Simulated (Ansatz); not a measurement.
**HBAl, quartet along the angle Al2-B1-H3**

Starting geometry (PBE0/def2-TZVP stationary point for this spin, not checked as a minimum):

```xyz
3

B     0.0000    0.0000    0.2519
Al    0.0000    0.0000   -1.6889
H     0.0000    0.0000    1.4370
```

From there the angle named below is changed in its plane at fixed bond lengths, both arms turning rigidly about the middle atom; atoms are numbered as listed. Energies are in kJ/mol, counted from the starting geometry at the same level. Kohn–Sham curves are unrestricted where that lies lower.

Basis 6-31G; Ansatz 0.2.0. Only valence electrons are correlated (noble-gas cores frozen).

Full CI is exact within this basis and frozen core; it isn't the basis-set limit.

| angle Al2-B1-H3 (°) | PBE |
| --- | --- |
| 68.0 | 151.0 |
| 90.7 | 98.6 |
| 103.8 | 75.1 |
| 122.5 | 45.0 |
| 139.2 | 23.4 |
| 155.6 | 8.5 |
| 180.0 | 0.0 |

Question: Estimate the full CI curve in 6-31G from this one, knowing how PBE errs.

Answer: The computed full CI values, in kJ/mol from the starting point, and the error of PBE against them:
| angle Al2-B1-H3 (°) | full CI | PBE less full CI |
| --- | --- | --- |
| 68.0 | 145.2 | 5.8 |
| 90.7 | 98.1 | 0.5 |
| 103.8 | 75.3 | -0.3 |
| 122.5 | 44.3 | 0.8 |
| 139.2 | 21.5 | 1.9 |
| 155.6 | 6.9 | 1.6 |
| 180.0 | 0.0 | 0.0 |

The error spans 6.0 kJ/mol and is largest, 5.8 kJ/mol, at 68.0 °.

In so small a basis the reference is far from its limit while semilocal and hybrid functionals are nearer theirs, so the functionals' errors here hold much of the reference's basis and frozen-core error, which can add to them or hide them.
